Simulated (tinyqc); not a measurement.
Inside a calculation. Method: UHF in the sto-3g basis, for H2O, spin multiplicity 3. One step of it, computed by the program tinyqc.

Task: Iteration 1: diagonalisation and new density. Diagonalise F' = X^T F X, C = X C', fill 6 alpha and 4 beta electrons from the bottom; D(s) = C_occ C_occ^T. Each column has its largest component positive (the first on a tie).

F(alpha) (hartree), order 1O 1s, 1O 2s, 1O 2px, 1O 2py, 1O 2pz, 2H 1s, 3H 1s:
```
[[-19.480195, -5.019990, 0.000000, 0.000000, -0.003886, -0.487563, -0.487563],
 [-5.019990, -2.121488, 0.000000, 0.000000, -0.091124, -0.460601, -0.460601],
 [0.000000, 0.000000, -0.113856, 0.000000, 0.000000, 0.000000, 0.000000],
 [0.000000, 0.000000, 0.000000, -0.067706, 0.000000, -0.159093, 0.159093],
 [-0.003886, -0.091124, 0.000000, 0.000000, -0.062296, -0.183261, -0.183261],
 [-0.487563, -0.460601, 0.000000, -0.159093, -0.183261, -0.330386, -0.252212],
 [-0.487563, -0.460601, 0.000000, 0.159093, -0.183261, -0.252212, -0.330386]]
```

F(beta) (hartree), order 1O 1s, 1O 2s, 1O 2px, 1O 2py, 1O 2pz, 2H 1s, 3H 1s:
```
[[-19.454144, -4.981855, 0.000000, 0.000000, -0.003787, -0.483598, -0.483598],
 [-4.981855, -1.930834, 0.000000, 0.000000, -0.081042, -0.390178, -0.390178],
 [0.000000, 0.000000, 0.768542, 0.000000, 0.000000, 0.000000, 0.000000],
 [0.000000, 0.000000, 0.000000, -0.012057, 0.000000, -0.129435, 0.129435],
 [-0.003787, -0.081042, 0.000000, 0.000000, -0.003502, -0.135733, -0.135733],
 [-0.483598, -0.390178, 0.000000, -0.129435, -0.135733, 0.064662, -0.094512],
 [-0.483598, -0.390178, 0.000000, 0.129435, -0.135733, -0.094512, 0.064662]]
```

X, order 1O 1s, 1O 2s, 1O 2px, 1O 2py, 1O 2pz, 2H 1s, 3H 1s:
```
[[-0.433920, 0.000000, 0.675012, 0.000000, 0.606315, 0.000000, 0.227749],
 [0.901555, 0.000000, -0.288406, 0.000000, 0.333703, 0.000000, 0.468557],
 [0.000000, 0.000000, 0.000000, 1.000000, 0.000000, 0.000000, 0.000000],
 [0.000000, 0.759202, 0.000000, 0.000000, 0.000000, 0.714881, 0.000000],
 [0.428584, 0.000000, 0.694644, 0.000000, -0.583522, 0.000000, 0.240189],
 [-0.541755, -0.682163, -0.235533, 0.000000, -0.195964, 0.397808, 0.393671],
 [-0.541755, 0.682163, -0.235533, 0.000000, -0.195964, -0.397808, 0.393671]]
```

Give: F' = X^T F X; orbital energies; coefficients C; F' = X^T F X; orbital energies; coefficients C; D(alpha) after iteration 1; D(beta) after iteration 1.

Result:

F' = X^T F X (alpha) (hartree):
```
[[-1.2753, 0.0000, 2.8448, 0.0000, 2.8761, 0.0000, 1.4026],
 [0.0000, 0.2178, 0.0000, 0.0000, 0.0000, 0.0648, 0.0000],
 [2.8448, 0.0000, -6.8549, 0.0000, -7.7984, 0.0000, -3.9731],
 [0.0000, 0.0000, 0.0000, -0.1139, 0.0000, 0.0000, 0.0000],
 [2.8761, 0.0000, -7.7984, 0.0000, -9.1882, 0.0000, -4.8374],
 [0.0000, 0.0648, 0.0000, 0.0000, 0.0000, -0.2403, 0.0000],
 [1.4026, 0.0000, -3.9731, 0.0000, -4.8374, 0.0000, -3.3367]]
```

orbital energies (alpha) (hartree): [-19.4902, -0.9257, -0.3271, -0.2493, -0.1139, 0.0878, 0.2268]

coefficients C (alpha), order 1O 1s, 1O 2s, 1O 2px, 1O 2py, 1O 2pz, 2H 1s, 3H 1s:
```
[[0.9939, -0.2389, -0.1301, 0.0000, 0.0000, -0.0394, 0.0000],
 [0.0252, 0.8893, 0.6170, 0.0000, 0.0000, 0.2338, 0.0000],
 [0.0000, 0.0000, 0.0000, 0.0000, 1.0000, 0.0000, 0.0000],
 [0.0000, 0.0000, 0.0000, 0.6039, 0.0000, 0.0000, 0.8502],
 [0.0015, 0.1024, -0.3455, 0.0000, 0.0000, 0.9667, 0.0000],
 [-0.0036, 0.1738, -0.5801, 0.4877, 0.0000, -0.4190, -0.6211],
 [-0.0036, 0.1738, -0.5801, -0.4877, 0.0000, -0.4190, 0.6211]]
```

F' = X^T F X (beta) (hartree):
```
[[-0.9803, 0.0000, 2.9238, 0.0000, 3.0105, 0.0000, 1.2707],
 [0.0000, 0.4093, 0.0000, 0.0000, 0.0000, -0.0449, 0.0000],
 [2.9238, 0.0000, -6.7707, 0.0000, -7.7781, 0.0000, -4.0846],
 [0.0000, 0.0000, 0.0000, 0.7685, 0.0000, 0.0000, 0.0000],
 [3.0105, 0.0000, -7.7781, 0.0000, -9.0821, 0.0000, -4.9049],
 [0.0000, -0.0449, 0.0000, 0.0000, 0.0000, -0.1030, 0.0000],
 [1.2707, 0.0000, -4.0846, 0.0000, -4.9049, 0.0000, -3.0370]]
```

orbital energies (beta) (hartree): [-19.4625, -0.7195, -0.1069, -0.0565, 0.3685, 0.4132, 0.7685]

coefficients C (beta), order 1O 1s, 1O 2s, 1O 2px, 1O 2py, 1O 2pz, 2H 1s, 3H 1s:
```
[[0.9945, -0.2507, 0.0000, 0.0734, 0.0787, 0.0000, 0.0000],
 [0.0230, 0.9579, 0.0000, -0.3416, -0.4383, 0.0000, 0.0000],
 [0.0000, 0.0000, 0.0000, 0.0000, 0.0000, 0.0000, 1.0000],
 [0.0000, 0.0000, 0.7779, 0.0000, 0.0000, -0.6944, 0.0000],
 [0.0013, 0.1102, 0.0000, 0.8110, -0.6281, 0.0000, 0.0000],
 [-0.0032, 0.0939, 0.3372, 0.2795, 0.6748, 0.7140, 0.0000],
 [-0.0032, 0.0939, -0.3372, 0.2795, 0.6748, -0.7140, 0.0000]]
```

D(alpha) after iteration 1, order 1O 1s, 1O 2s, 1O 2px, 1O 2py, 1O 2pz, 2H 1s, 3H 1s:
```
[[1.0634, -0.2768, 0.0000, 0.0000, -0.0162, 0.0469, 0.0469],
 [-0.2768, 1.2269, 0.0000, 0.0000, 0.1039, -0.3014, -0.3014],
 [0.0000, 0.0000, 1.0000, 0.0000, 0.0000, 0.0000, 0.0000],
 [0.0000, 0.0000, 0.0000, 0.3646, 0.0000, 0.2945, -0.2945],
 [-0.0162, 0.1039, 0.0000, 0.0000, 1.0644, -0.1869, -0.1869],
 [0.0469, -0.3014, 0.0000, 0.2945, -0.1869, 0.7802, 0.3045],
 [0.0469, -0.3014, 0.0000, -0.2945, -0.1869, 0.3045, 0.7802]]
```

D(beta) after iteration 1, order 1O 1s, 1O 2s, 1O 2px, 1O 2py, 1O 2pz, 2H 1s, 3H 1s:
```
[[1.0572, -0.2423, 0.0000, 0.0000, 0.0333, -0.0062, -0.0062],
 [-0.2423, 1.0348, 0.0000, 0.0000, -0.1715, -0.0056, -0.0056],
 [0.0000, 0.0000, 0.0000, 0.0000, 0.0000, 0.0000, 0.0000],
 [0.0000, 0.0000, 0.0000, 0.6052, 0.0000, 0.2624, -0.2624],
 [0.0333, -0.1715, 0.0000, 0.0000, 0.6698, 0.2370, 0.2370],
 [-0.0062, -0.0056, 0.0000, 0.2624, 0.2370, 0.2007, -0.0268],
 [-0.0062, -0.0056, 0.0000, -0.2624, 0.2370, -0.0268, 0.2007]]
```
